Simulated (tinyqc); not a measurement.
Starting guesses with DIIS over 6 matrices: SCF starting guesses in the sto-3g basis, for CH3, spin multiplicity 2. Computed by the program tinyqc with PySCF. UHF with one setting changed at a time; a run stops when the energy changes by less than 1e-09 hartree and the error matrix is below 1e-5. Starts: the lowest orbitals of the core Hamiltonian, of the Wolfsberg-Helmholz matrix (K = 1.75), projected atomic densities, random orbitals, and the highest orbitals of the core Hamiltonian (a deliberately bad start).

Geometry (angstrom):

| atom | x | y | z |
|---|---|---|---|
| C | 0.0000 | 0.0000 | 0.0600 |
| H | 1.3190 | 0.0000 | 0.0000 |
| H | -0.6600 | 1.1430 | 0.0000 |
| H | -0.6600 | -1.1430 | 0.0000 |

lowest solution found by these runs and by PySCF with stability checks = -38.972095 hartree

Largest element of the error matrix X^T (FDS - SDF) X:

| iteration | core | Wolfsberg-Helmholz | atomic densities | random | highest core orbitals |
|---|---|---|---|---|---|
| 1 | 3.2e-01 | 2.4e-01 | 3.1e-01 | 4.2e+00 | 1.1e-01 |
| 2 | 1.5e-01 | 6.2e-02 | 4.0e-02 | 3.0e-01 | 3.7e-01 |
| 3 | 2.8e-02 | 1.7e-02 | 1.6e-02 | 1.0e-01 | 3.6e-01 |
| 4 | 6.0e-03 | 6.7e-03 | 7.2e-03 | 2.7e-02 | 3.7e-01 |
| 5 | 3.6e-03 | 4.2e-03 | 4.4e-03 | 1.2e-02 | 3.7e-01 |
| 6 | 1.0e-03 | 3.8e-04 | 1.5e-04 | 5.8e-03 | 3.8e-01 |
| 8 | 5.4e-05 | 4.4e-05 | 3.2e-05 | 9.9e-04 | 1.5e-01 |
| 10 | 1.5e-06 | 1.0e-06 | 1.3e-06 | 7.8e-05 | 2.3e-02 |
| 14 | - | - | - | - | 6.9e-04 |

How each run ends:

| run | iterations | E (hartree) | state |
|---|---|---|---|
| core | 10 | -38.972095 | lowest found |
| Wolfsberg-Helmholz | 10 | -38.972095 | lowest found |
| atomic densities | 11 | -38.972095 | lowest found |
| random | 13 | -38.972095 | lowest found |
| highest core orbitals | 19 | -38.972095 | lowest found |

What does the comparison show, and why?

5 of 5 runs reach the lowest solution found, in 10 to 19 iterations (fastest: core, Wolfsberg-Helmholz). The first errors are 3e-01, 2e-01, 3e-01, 4e+00, 1e-01; the deliberately bad start has the smallest one, so a small first error does not mark a good start.
